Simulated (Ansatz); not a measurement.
Relaxation of C2H4OS (8 atoms, charge 0, multiplicity 1), to a largest force component of 0.015 eV/Å in at most 40 steps.

These are results of Ansatz 0.2.0, RKS B3LYP-D4/def2-SVP, not measurements.

```xyz
8
Properties=species:S:1:pos:R:3:forces:R:3
O -1.401 0.255 -0.958 -0.93 0.06 -0.29
C -0.410 0.755 -0.514 0.11 -0.62 -0.59
C 0.552 0.001 0.322 -0.69 -0.40 2.75
S 2.030 -0.527 -0.488 1.00 -0.03 -1.26
H -0.099 1.782 -0.781 0.08 0.59 -0.05
H 0.832 0.625 1.195 -0.07 0.09 -0.11
H 0.057 -0.906 0.770 0.20 0.57 -0.58
H 2.064 0.550 -1.329 0.29 -0.27 0.12
```

Where does it end, and by what steps?

The forces met the threshold. After 15 steps the energy has fallen by 0.226 eV; H8 moved furthest, 0.62 Å.

```json
{"step": "0", "energy less start (eV)": "0.0000", "largest force component (eV/Å)": "2.752", "accepted": "yes"}
{"step": "1", "energy less start (eV)": "-0.0479", "largest force component (eV/Å)": "1.690", "accepted": "yes"}
{"step": "2", "energy less start (eV)": "-0.1558", "largest force component (eV/Å)": "0.776", "accepted": "yes"}
{"step": "3", "energy less start (eV)": "-0.1983", "largest force component (eV/Å)": "0.281", "accepted": "yes"}
{"step": "4", "energy less start (eV)": "-0.1923", "largest force component (eV/Å)": "0.524", "accepted": "no"}
{"step": "5", "energy less start (eV)": "-0.2123", "largest force component (eV/Å)": "0.057", "accepted": "yes"}
{"step": "6", "energy less start (eV)": "-0.2195", "largest force component (eV/Å)": "0.101", "accepted": "yes"}
{"step": "7", "energy less start (eV)": "-0.2004", "largest force component (eV/Å)": "0.687", "accepted": "no"}
{"step": "8", "energy less start (eV)": "-0.2229", "largest force component (eV/Å)": "0.157", "accepted": "yes"}
{"step": "9", "energy less start (eV)": "-0.2167", "largest force component (eV/Å)": "0.499", "accepted": "no"}
{"step": "10", "energy less start (eV)": "-0.2251", "largest force component (eV/Å)": "0.111", "accepted": "yes"}
{"step": "11", "energy less start (eV)": "-0.2259", "largest force component (eV/Å)": "0.024", "accepted": "yes"}
{"step": "12", "energy less start (eV)": "-0.2261", "largest force component (eV/Å)": "0.025", "accepted": "yes"}
{"step": "13", "energy less start (eV)": "-0.2257", "largest force component (eV/Å)": "0.111", "accepted": "no"}
{"step": "14", "energy less start (eV)": "-0.2261", "largest force component (eV/Å)": "0.016", "accepted": "yes"}
{"step": "15", "energy less start (eV)": "-0.2262", "largest force component (eV/Å)": "0.004", "accepted": "yes"}
```

```xyz
8
Properties=species:S:1:pos:R:3
O -1.655 0.344 -0.660
C -0.516 0.711 -0.537
C 0.526 -0.004 0.297
S 1.933 -0.549 -0.756
H -0.135 1.626 -1.066
H 0.893 0.645 1.109
H 0.081 -0.909 0.732
H 2.498 0.672 -0.903
```

Whether the end is a true minimum wasn't checked by a vibrational analysis.

The run took 2.3 min on 1 thread of Intel(R) Xeon(R) Processor @ 2.50GHz (Skylake/Cascade Lake), with other jobs on the host, peak memory 0.16 GiB.
